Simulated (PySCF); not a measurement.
An unknown is described by computed data only.

Elements present: H and N. Monoisotopic mass: 32.0374 u.

- XPS: N1s 405.9 (×2) eV [ΔSCF SCAN, pcX-2 on the ionised atom, pcseg-1 elsewhere, spin-free X2C]
- Rotational structure: rotational constants A, B, C: 146.166, 25.001, 24.970 GHz [PBE0-D3(BJ)/def2-SVP]
- Triplet: lowest triplet excitation (Tamm–Dancoff): 6.23 eV [TDA PBE0/def2-SVPD]
- UV, first state: lowest singlet excitation: 6.56 eV (189 nm, f = 0.009) [TDDFT PBE0/def2-SVPD]
- UV, strongest line: among the 10 lowest singlet transitions: S8 at 8.85 eV (140 nm, f = 0.115) [TDDFT PBE0/def2-SVPD]
- Couplings: largest of the computed one-bond spin–spin couplings (means over like bonds): 15N–1H -70.2 (×4), 15N–15N -7.2 Hz [B3LYP/pcJ-1]

Electronic properties: PySCF, gas phase, density fitting. Levels stand in brackets. The structure is a single PBE0-D3(BJ)/def2-SVP conformer in the gas phase; no vibrational or solvent corrections.

Problem. Which formula fits the mass and the elements?

Solution. N2H4 (calculated 32.0374). No other formula that holds each of these elements comes within 0.0003 u with a fitting electron parity and a possible valence count.

Problem. Propose a structure and show how it fits.

Solution. Its formula, N2H4, gives 0 degrees of unsaturation, so no ring and no π bond. The couplings run between: -70.2 Hz, hydrazine nitrogen and its hydrogen (with 3 like pairs); -7.2 Hz, hydrazine nitrogen and hydrazine nitrogen. The core levels belong to: N1s 405.9 eV, hydrazine nitrogen. The optimised geometry has point group C2 and is an asymmetric top. Structure: `NN` (N2H4).

The values belong to the conformer `[NH2:1][NH2:2]`: H–N1–N2–H 150°, H–N1–N2–H -90°.
